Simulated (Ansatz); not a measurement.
Results of PBE (plane waves, PAW; Ansatz, a quantum-chemistry and plane-wave program) for zinc-blende BeTe.

Settings: plane-wave cutoff 520 eV, 10×10×10 k mesh, Fermi–Dirac smearing 0.01 eV, scalar-relativistic PAW data made under PBE.

The cell is scaled about its equilibrium volume:

```
V (Å³/atom)  P (GPa)  direct gap at Γ (eV)  smallest gap on the k mesh (eV)
-----------  -------  --------------------  -------------------------------
21.346          3.96                 3.590                            1.875
21.800          2.51                 3.609                            1.929
22.254          1.19                 3.626                            1.980
22.708          0.01                 3.641                            2.028
23.162         -1.07                 3.561                            2.074
23.616         -2.04                 3.425                            2.117
24.071         -2.92                 3.294                            2.158
```

The fundamental gap (2.03 eV at the equilibrium volume, with added k points) lies elsewhere than Γ–Γ.

Spin–orbit coupling is not included; with these elements it can move the gap by several tenths of an eV or more.
